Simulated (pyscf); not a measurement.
HCl (SMILES Cl) + Cl–In(Cl)–Cl (SMILES [Cl][In]([Cl])[Cl]) → Cl–In(Cl)–Cl (SMILES [Cl][In]([Cl])[Cl]) + HCl (SMILES Cl) (four-centre exchange; singlet surface; Cl–H, Cl–In broken, Cl–In, Cl–H formed). Structures and frequencies: ωB97X-D3(BJ)/def2-SVP in PySCF. Energies in kcal/mol from the separated reactants.

```json
[
 {"level": "ωB97X-D3(BJ)/def2-TZVP", "barrier": "[?]", "reaction energy": "0.0"},
 {"level": "PBE/def2-TZVP", "barrier": "-4.6", "reaction energy": "0.0"},
 {"level": "r²SCAN/def2-TZVP", "barrier": "[?]", "reaction energy": "0.0"},
 {"level": "PBE0-D3(BJ)/def2-TZVP", "barrier": "-4.5", "reaction energy": "0.0"},
 {"level": "ωB97M-D3(BJ)/def2-TZVP", "barrier": "-0.3", "reaction energy": "0.0"},
 {"level": "HF/def2-TZVP", "barrier": "13.7", "reaction energy": "0.0"}
]
```

Task: Complete the blanks.

Result: 
- ωB97X-D3(BJ)/def2-TZVP, barrier: -4.4
- r²SCAN/def2-TZVP, barrier: -5.8

On the reactant side the descent ends in an adduct with a Cl–In contact, 11.7 kcal/mol under the separated species and 7.4 kcal/mol under the saddle at ωB97X-D3(BJ)/def2-TZVP. On the product side the descent ends in an adduct with a Cl–In contact, 11.7 kcal/mol under the separated species and 7.4 kcal/mol under the saddle at ωB97X-D3(BJ)/def2-TZVP. At ωB97X-D3(BJ)/def2-TZVP, PBE, r²SCAN, PBE0-D3(BJ), ωB97M-D3(BJ) the saddle lies under the separated reactants, which points to a path from their complex (located at ωB97X-D3(BJ) alone). At ωB97X-D3(BJ)/def2-TZVP, PBE, r²SCAN, PBE0-D3(BJ), ωB97M-D3(BJ) the saddle lies under the separated products, which points to a path from their complex (located at ωB97X-D3(BJ) alone). What is counted as formed (Cl–In) is already present as a longer contact in the reactant adduct; forming that adduct is a step of its own. What is counted as broken (Cl–In) persists as a longer contact in the product adduct; parting that adduct is a step of its own. One saddle was located; it need not be the lowest between these sides. Elements past Kr carry the def2 core potentials, without spin-orbit coupling.
